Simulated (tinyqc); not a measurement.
Inside a calculation. Method: UHF in the sto-3g basis, for NH, spin multiplicity 3. One step of it, computed by the program tinyqc.

Problem. Orthogonalisation. S = U s U^T; symmetric (Loewdin) form X = U s^(-1/2) U^T, so that X^T S X = 1.

overlap S, lower triangle:
```
           1N 1s     1N 2s    1N 2px    1N 2py    1N 2pz     2H 1s
1N 1s   1.000000
1N 2s   0.235038  1.000000
1N 2px  0.000000  0.000000  1.000000
1N 2py  0.000000  0.000000  0.000000  1.000000
1N 2pz  0.000000  0.000000  0.000000  0.000000  1.000000
2H 1s   0.060236  0.503023  0.000000  0.000000  0.444130  1.000000
```

Give: eigenvalues of S; X.

Solution.

eigenvalues of S: 0.318  0.834  1.000  1.000  1.135  1.713

X, lower triangle:
```
         1N 1s   1N 2s  1N 2px  1N 2py  1N 2pz  2H 1s
1N 1s    1.023
1N 2s   -0.135   1.173
1N 2px   0.000   0.000   1.000
1N 2py   0.000   0.000   0.000   1.000
1N 2pz  -0.011   0.131   0.000   0.000   1.114
2H 1s    0.026  -0.371   0.000   0.000  -0.322  1.261
```
